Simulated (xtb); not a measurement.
CHN, SMILES [C-]#[NH+]. All values are semi-empirical tight-binding results from xtb (GFN2-xTB unless named), good for trends rather than for accurate numbers. Coordinates come from a GFN2-xTB optimisation.

```yaml
point_group_as_xtb_finds_it: C∞v
orbital_gap: 5.80 eV
dipole_moment: 2.72 D
zero_point_energy: 9.9 kcal/mol
G − E(el) at 298.15 K (modified RRHO): -2.3 kcal/mol
static polarisability (D4 model): 19.3 bohr³
solvation energy, GFN2-xTB/ALPB(water): -4.5 kcal/mol
solvation energy, GFN2-xTB/ALPB(methanol): -4.1 kcal/mol
```

Computed IR lines (harmonic; lines under 4 % of the strongest left out, lines within 3 cm⁻¹ merged):
ν (cm⁻¹): 594 (vs) (against the strongest line: vs over 80 %, s over 45 %, m over 15 %, w over 4 %, vw less)
